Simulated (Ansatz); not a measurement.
# CAl: the cost of one run

Computed with Ansatz 0.2.0, Gaussian basis. Level: the settings change from run to run.

23 further runs of the same task are left out: 16 that didn't finish, 7 set aside as unsound or not needed.

## Step 1: The system

The geometry derives from a PBE0/def2-TZVP stationary point (not a proven minimum). One bond is set to the value named and the two fragments are kept rigid.

2 atoms, charge 0, spin multiplicity 4.

Atoms are counted from 1 here; the program's logs count them from 0.

Bond lengths: Al1–C2 1.967 Å.

## Step 2: CCSDT(Q) on ROHF/cc-pVDZ

Contents of in.yaml:

```yaml
crystal:
  periodic: [false, false, false]
  atoms:
    - {symbol: Al, position_ang: [0.000000, 0.000000, 0.000000]}
    - {symbol: C, position_ang: [0.000000, 0.000000, 1.966767]}
basis:
  gaussian: {orbitals: cc-pVDZ, fitting: {mean_field: def2-universal-jkfit}}
magnetization: {spin_polarized: false, initial_magnetization: 3}
correlation: {method: ccsdt_q, electrons: valence, diis_vectors: 4}
scf: {lower_state_search: off}
output: {forces: true}
```

On the command line:

```
$ ansatz run in.yaml --threads 1 --pin off --events-out ev --progress --plain --max-ram 2393MiB
```

**Question.** How long does this run take on 1 thread of Arm Neoverse N1, shared host, and how much memory does it need?

About 28 s, with a peak of 0.27 GiB.
